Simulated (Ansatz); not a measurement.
**CHAl (singlet): wave-function methods side by side, 6-31G**

Aim: climb from Hartree-Fock through coupled cluster and multireference methods for CHAl (singlet) at one geometry and basis, and see what each rung misses.

The runs use Ansatz 0.2.0, Gaussian basis; 6-31G, core rule «outside noble gas», up to 6 orbitals frozen.

Plan: UHF; CCSD(T) on RHF; CCSD(T) on UHF; BCCD(T) on RHF; CISD; CCSDT(Q) on RHF; CCSDT(Q) on UHF; CISDTQ; CCSDTQ on RHF; CCSDTQ on UHF; CASSCF and MRCISD+Q, 8 electrons in 9 orbitals; CASSCF and NEVPT2, 8 electrons in 9 orbitals; Full CI.

16 further runs of the same task are left out: 7 that didn't finish, 9 set aside as unsound or not needed.

### Step 1. What is computed

The geometry is a PBE0/def2-TZVP stationary point (not a proven minimum).

3 atoms, charge 0, spin multiplicity 1.

Atoms are counted from 1 here; the program's logs count them from 0.

Bond lengths: Al1–C2 1.924 Å, Al1–H3 1.591 Å. Angles: C2–Al1–H3 180.0°.

Geometry (Å):

```xyz
3
CHAl
Al    0.0000    0.0000    0.1108
C     0.0000    0.0000   -1.8127
H     0.0000    0.0000    1.7019
```

### Step 2. UHF

in.yaml

```yaml
crystal:
  periodic: [false, false, false]
  atoms:
    - {symbol: Al, position_ang: [0.000000, 0.000000, 0.110806]}
    - {symbol: C, position_ang: [0.000000, 0.000000, -1.812723]}
    - {symbol: H, position_ang: [0.000000, 0.000000, 1.701917]}
basis:
  gaussian: {orbitals: 6-31G}
magnetization: {spin_polarized: true, initial_magnetization: 0}
hamiltonian: {xc: hf}
output: {orbitals: {seedname: orbitals}}
```

Started as:

```
ansatz run in.yaml --threads 1 --pin off --events-out ev --progress --plain --max-ram 2393MiB
```

Further steps of the session: CCSD(T) on RHF; CCSD(T) on UHF; BCCD(T) on RHF; CISD; CCSDT(Q) on RHF; CCSDT(Q) on UHF; CISDTQ; CCSDTQ on RHF; CCSDTQ on UHF; CASSCF and MRCISD+Q, 8 electrons in 9 orbitals; CASSCF and NEVPT2, 8 electrons in 9 orbitals; Full CI.

Q: Predict the results of all the runs planned. Wanted: FCI below the RHF energy; RMP2 from FCI; RCCSD from FCI; RCCSD(T) from FCI; RCCSDT(Q) from FCI; NEVPT2 valence from FCI; MRCISD+Q valence from FCI; T1 diagnostic; effectively unpaired electrons.

The runs gave:

```
                         quantity                                                 value
         FCI below the RHF energy                                            -4.1111 eV
                    RMP2 from FCI                                         +102.2 kJ/mol
                   RCCSD from FCI                                          +28.5 kJ/mol
                RCCSD(T) from FCI                                          +11.7 kJ/mol
               RCCSDT(Q) from FCI                                           +3.3 kJ/mol
          NEVPT2 valence from FCI                                          +24.7 kJ/mol
        MRCISD+Q valence from FCI                                           +0.9 kJ/mol
levels within 1 kcal/mol (43 meV)  RCCSDT(Q), RCCSDTQ, MRCISD valence, MRCISD+Q valence
                    T1 diagnostic                                                 0.031
   effectively unpaired electrons                                                  2.11
```

**Reading.** RCCSD(T) lands +11.7 kJ/mol from the yardstick (2.9 % of the correlation energy). The occupations show strong static correlation (2.1 unpaired electrons where one determinant has 0). Coupled cluster on one determinant still stays close here. Of the multireference levels listed MRCISD+Q valence comes nearest in total energy (+0.9 kJ/mol), which doesn't show that its space is the better one. These misses are within one basis, not against nature.
